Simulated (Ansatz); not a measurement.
# Al2: the cost of one run

The runs use Ansatz 0.2.0, Gaussian basis; def2-QZVPP, core rule «outside noble gas», up to 10 orbitals frozen.

To be run: UHF; ROHF; CCSD(T) on UHF.

2 further runs of the same task are left out: 2 set aside as unsound or not needed.

## Step 1: The system

The geometry is a PBE0/def2-TZVP stationary point (not a proven minimum) of the parent state, kept for this charge and spin.

2 atoms, charge 0, spin multiplicity 5.

Atoms are counted from 1 here; the program's logs count them from 0.

Bond lengths: Al1–Al2 2.479 Å.

## Step 2: UHF

File in.yaml:

```yaml
crystal:
  periodic: [false, false, false]
  atoms:
    - {symbol: Al, position_ang: [0.000000, 0.000000, 0.000000]}
    - {symbol: Al, position_ang: [0.000000, 0.000000, 2.478843]}
basis:
  gaussian: {orbitals: "def2-QZVPP.json"}
magnetization: {spin_polarized: true, initial_magnetization: 4}
hamiltonian: {xc: hf}
output: {orbitals: {seedname: orbitals}}
```

On the command line:

```sh
$ ansatz run in.yaml --threads 1 --pin off --events-out ev --progress --plain --max-ram 4096MiB --backend cpu
```

**Question.** How long does this run take on 1 thread of AMD EPYC 7R13, shared host, and how much memory does it need?

About 5.5 s, with a peak of 0.34 GiB.
